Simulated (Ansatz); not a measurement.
# CH5Al: the cost of one run

All numbers below are computed with Ansatz 0.2.0 (RKS PBE-D4/cc-pVDZ).

1 further run of the same task is left out (it didn't finish).

### Step 1. The structure to begin with

Bond lengths: Al1–H2 1.760 Å, Al1–H3 1.760 Å, Al1–C4 1.970 Å, C4–H5 1.110 Å, C4–H6 1.110 Å, C4–H7 1.110 Å. Angles: H2–Al1–H3 33.3°, H2–Al1–C4 163.3°, H3–Al1–C4 163.3°, Al1–C4–H5 109.5°, Al1–C4–H6 109.5°, Al1–C4–H7 109.5°, H5–C4–H6 109.4°, H5–C4–H7 109.4°, H6–C4–H7 109.4°.

Coordinates:

```xyz
7

Al    0.0000    0.0000    0.0000
H     1.2076    0.0000    1.2804
H     1.7126    0.0000    0.4057
C    -1.7060    0.0000   -0.9850
H    -2.2662   -0.9305   -0.7558
H    -2.3102    0.8797   -0.6796
H    -1.5043    0.0508   -2.0753
```

### Step 2. A restrained relaxation towards end A

Springs on the bonds that form and break draw the guess towards this end; the thresholds are loose.

Input file input.yaml:

```yaml
crystal:
  periodic: [false, false, false]
  atoms:
    - { symbol: Al, position_ang: [0.0, 0.0, 0.0] }
    - { symbol: H, position_ang: [1.2076, 0.0, 1.2804] }
    - { symbol: H, position_ang: [1.7126, 0.0, 0.4057] }
    - { symbol: C, position_ang: [-1.706, 0.0, -0.985] }
    - { symbol: H, position_ang: [-2.2662, -0.9305, -0.7558] }
    - { symbol: H, position_ang: [-2.3102, 0.8797, -0.6796] }
    - { symbol: H, position_ang: [-1.5043, 0.0508, -2.0753] }
basis:
  gaussian: { orbitals: cc-pVDZ }
hamiltonian:
  xc: pbe
  dispersion: d4
relax:
  f_tol: 0.15
  max_steps: 25
  restrain:
    - { distance: [1, 2], at: 1.86, k: 30.0 }
    - { distance: [0, 1], at: 1.56, k: 30.0 }
    - { distance: [0, 2], at: 1.56, k: 30.0 }
```

On the command line:

```sh
> ansatz run input.yaml --threads 1 --pin off --max-ram 2048MiB --backend cpu --events-out ev --progress --plain --runs-dir out
```

What time and memory should one allow on 1 thread of Arm Neoverse V1, shared host?

About 7.2 s, with a peak of 0.1 GiB.
